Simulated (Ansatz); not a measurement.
A made-up structure of C2H3Si (charge -1), closed shell:

| atom | x (Å) | y (Å) | z (Å) |
| --- | --- | --- | --- |
| C1 | -0.6391 | -1.7590 | -0.2207 |
| C2 | -0.1951 | -0.4882 | -0.0656 |
| Si3 | 0.4506 | 1.4423 | 0.1629 |
| H4 | -1.0258 | -2.8682 | -0.3558 |
| H5 | 1.0066 | 1.8810 | -0.9898 |
| H6 | 0.4027 | 1.7921 | 1.4690 |

It is relaxed with PBE-D4/def2-SVPD and then PBE0-D4/def2-TZVPD (Ansatz 0.2.0). Atoms count as bonded within 1.22 times the sum of their covalent radii (H–H: 0.88 Å). The end point is not checked to be a true minimum.

Question: Does its bonding change? (A judgement: the text doesn't fix the answer.)

Answer: By the calculation: No: no bond forms or breaks.

Where it ends: The first stage lowers the energy by 2.63 eV in 10 steps. It ends as C₂H₃Si ([CH][C][SiH2]), total charge -1:
```xyz
6
angstrom
C -0.5615 -1.5741 -0.1949
C -0.2967 -0.3891 -0.0870
Si -0.1229 1.4889 0.0237
H -0.7858 -2.6107 -0.2875
H 1.1531 1.5822 -0.8248
H 0.6138 1.5027 1.3705
```

Labels in which every atom is bracketed show which atoms are joined, not bond orders.

For scale, one of the runs: PBE0-D4/def2-TZVPD relaxation, 144 basis functions, launched by `ansatz run in.yaml --threads 2 --pin off --events-out ev --progress --plain --max-ram 4352MiB`. The run took about 19 s on 2 CPU threads of an Intel Xeon Platinum 8259CL (shared host).
